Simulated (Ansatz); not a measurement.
Geometry optimisation, UKS CAM-B3LYP/def2-SVP in Ansatz.

input.yaml

```yaml
crystal:
  periodic: [false, false, false]
  atoms:
    - { symbol: B, position_ang: [-0.056769, -0.544747, -0.547467] }
    - { symbol: H, position_ang: [0.174317, -0.188205, 1.813724] }
    - { symbol: "N", position_ang: [1.220151, -0.040029, -0.815308] }
    - { symbol: H, position_ang: [2.062767, -0.521065, -0.53003] }
    - { symbol: H, position_ang: [1.39561, 0.829942, -1.311799] }
    - { symbol: "N", position_ang: [-1.294999, 0.004423, -0.904071] }
    - { symbol: H, position_ang: [-2.172847, -0.429121, -0.656335] }
    - { symbol: H, position_ang: [-1.404132, 0.875794, -1.417876] }
    - { symbol: H, position_ang: [0.075901, 0.013008, 2.499162] }
magnetization:
  spin_polarized: true
  initial_magnetization: 1
basis:
  gaussian: { orbitals: def2-SVP }
hamiltonian:
  xc: cam_b3lyp
relax:
  f_tol: 0.03
  max_steps: 50
```

Command:

```bash
$ ansatz run input.yaml --threads 4 --pin off --max-ram 5120MiB --backend cpu --events-out ev --progress --plain --runs-dir out
```

Question: Where does it end, and by what steps?

Answer: The forces met the threshold. The force dipped under the threshold on the way, but the program's further checks kept it going. After 18 steps the energy has fallen by 0.123 eV; H7 moved furthest, 1.12 Å.

```csv
step,energy less start (eV),largest force component (eV/Å),accepted
0,0.0000,1.740,yes
1,-0.0655,0.090,yes
2,-0.0765,0.088,yes
3,-0.0722,0.386,no
4,-0.0781,0.015,yes
5,-0.0827,0.190,yes
6,-0.0891,0.381,yes
7,-0.0936,0.424,yes
8,-0.1065,0.257,yes
9,-0.1139,0.076,yes
10,-0.1141,0.098,yes
11,-0.1167,0.051,yes
12,-0.1181,0.276,yes
13,-0.1210,0.086,yes
14,-0.1218,0.017,yes
15,-0.1225,0.042,yes
16,-0.1227,0.074,yes
17,-0.1229,0.034,yes
18,-0.1229,0.014,yes
```

```xyz
9
Properties=species:S:1:pos:R:3
B -0.280 -0.705 -1.012
H 0.865 0.076 2.147
N 0.900 -0.132 -0.519
H 1.713 -0.683 -0.279
H 1.063 0.870 -0.459
N -1.440 -0.049 -1.438
H -2.255 -0.547 -1.766
H -1.554 0.961 -1.435
H 0.988 0.208 2.890
```

Whether the end is a true minimum wasn't checked by a vibrational analysis.

The run took 22 s on 4 threads of Intel(R) Xeon(R) Platinum 8259CL CPU @ 2.50GHz (Skylake/Cascade Lake), with other jobs on the host, peak memory 0.2 GiB.
